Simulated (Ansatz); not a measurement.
Results of PBE (plane waves, PAW; Ansatz, a quantum-chemistry and plane-wave program) for rock-salt ZrC.

Settings: plane-wave cutoff 520 eV, 20×20×20 k mesh, Fermi–Dirac smearing 0.05 eV, scalar-relativistic PAW data made under PBE.

Equation-of-state points:

```
V (Å³/atom)  E − E_lowest (meV/atom)  P (GPa)
-----------  -----------------------  -------
12.268                         36.18    15.59
12.529                         15.54     9.86
12.790                          3.76     4.69
13.051                          0.00     0.01
13.312                          3.49    -4.22
13.573                         13.53    -8.04
13.834                         29.49   -11.50
```

Q: Estimate the bulk modulus from the pressures at 12.790 and 13.312 Å³/atom, and compare it with a fit to all energies.

A: B = −V dP/dV. Between V = 12.790 and 13.312 Å³/atom, dP/dV = (-4.22 − (4.69))/(13.312 − 12.790) = -17.1 GPa per Å³/atom; at the midpoint 13.051 Å³/atom this gives B ≈ 223 GPa. The third-order Birch–Murnaghan fit gives V0 = 13.051 Å³/atom, B0 = 222 GPa, B′ = 4.0, which lies within 1 % of that estimate.

Measured, for comparison: bulk modulus 223 GPa (temperature not stated, not corrected to a static lattice, from single-crystal elastic constants, sources range from 208 to 223; as tabulated in arXiv:1102.4063); equilibrium volume per atom 12.95 Å³/atom (temperature not stated, not corrected to a static lattice; as tabulated in Zhang et al. (2018), doi:10.1088/1367-2630/aac7f0). Computed less measured: bulk modulus -0.4 % (inside the range of the sources held), equilibrium volume per atom +0.8 %.

Computing time: roughly 40 core-seconds.
